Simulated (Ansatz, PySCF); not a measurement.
Species: C₂H (charge 0, doublet). It need not be the lowest isomer of its formula. SMILES: [C]#C
Geometry: optimised at B3LYP-D3(BJ)/def2-TZVP (Ansatz, a first-principles code).
Markedly spin-contaminated UHF reference, which strains HF, MP2 and, less, CCSD(T): [C]#C. High T1 diagnostic, so coupled cluster is less sure: [C]#C.

Quantity: enthalpy of formation at 298 K (from the atomisation energy, B3LYP-D3(BJ)/def2-TZVP harmonic zero-point and thermal terms from PySCF, and the atoms' enthalpies of formation in the G2/97 table; no spin-orbit terms, and no core term in the frozen-core levels), in kcal/mol. Cores are frozen in the correlated levels unless marked. UHF or UKS for open shells. No spin-orbit coupling. Non-relativistic. The coupled-cluster limit lacks core correlation, which all-electron functionals hold. CBS marks a two-point X^-3 extrapolation of the correlation energy; Hartree-Fock from the larger set. The bracket is a focal-point correction in the basis named.

Measured: 135.1 kcal/mol (G2/97 table in ASE (Curtiss et al.)); it holds spin-orbit and relativistic effects, which these rows lack, and core correlation, which the frozen-core levels lack. This is an older compilation, not checked against later work.

```json
[
 {"level": "BHLYP/def2-TZVPD", "program": "Ansatz", "enthalpy of formation at 298 K (kcal/mol)": "153.1", "error against measurement": "18.0"},
 {"level": "MP2/STO-3G", "program": "Ansatz", "enthalpy of formation at 298 K (kcal/mol)": "150.7", "error against measurement": "15.6"},
 {"level": "MP2/cc-pVQZ", "program": "Ansatz", "enthalpy of formation at 298 K (kcal/mol)": "143.9", "error against measurement": "8.8"},
 {"level": "MP2/CBS(cc-pVTZ,cc-pVQZ)", "program": "Ansatz", "enthalpy of formation at 298 K (kcal/mol)": "140.9", "error against measurement": "5.8"},
 {"level": "RI-MP2/cc-pVQZ", "program": "Ansatz", "enthalpy of formation at 298 K (kcal/mol)": "143.9", "error against measurement": "8.8"},
 {"level": "SCS-MP2/cc-pVQZ", "program": "Ansatz", "enthalpy of formation at 298 K (kcal/mol)": "150.7", "error against measurement": "15.6"},
 {"level": "CCSD/def2-SVP", "program": "Ansatz", "enthalpy of formation at 298 K (kcal/mol)": "153.1", "error against measurement": "18.0"},
 {"level": "CCSD/def2-QZVPP", "program": "Ansatz", "enthalpy of formation at 298 K (kcal/mol)": "148.5", "error against measurement": "13.4"},
 {"level": "RI-MP2/CBS(aug-cc-pVTZ,aug-cc-pVQZ)+[CCSD(T)-MP2]/aug-cc-pVDZ", "program": "Ansatz", "enthalpy of formation at 298 K (kcal/mol)": "141.4", "error against measurement": "6.3"},
 {"level": "CCSD(T)/CBS(def2-TZVPPD,def2-QZVPPD)", "program": "Ansatz", "enthalpy of formation at 298 K (kcal/mol)": "138.5", "error against measurement": "3.4"}
]
```
